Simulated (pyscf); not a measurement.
Thermochemistry of product channels of `[O]=[Cr](=[O])=[O]` + `[CH4]` on the singlet surface, in kJ/mol, from ωB97M-D3(BJ)/def2-TZVP energies (ideal gas, 1 atm, RRHO with modes under 100 cm⁻¹ raised to 100, one conformer, R ln 2 for chiral ones without a mode under 150 cm⁻¹). Structures and frequencies: ωB97X-D3(BJ)/def2-SVP in PySCF.

```json
[
 {"products": "`[CH3][Cr](=[O])(=[O])[OH]`", "ΔE": "-181.1", "ΔH(298 K)": "-176.7", "ΔG(600 K)": "-103.1", "ΔG(900 K)": "-70.2"},
 {"products": "`[CH3][O][CrH](=[O])=[O]`", "ΔE": "-105.2", "ΔH(298 K)": "-102.0", "ΔG(600 K)": "-28.2", "ΔG(900 K)": "+6.5"}
]
```

The channel to H₃C–O–CrH(=O)=O turns unfavourable between 298 and 1200 K (ΔG from -65.0 kJ/mol to +39.5 kJ/mol).

These are energies of the channels, which say nothing of barriers.
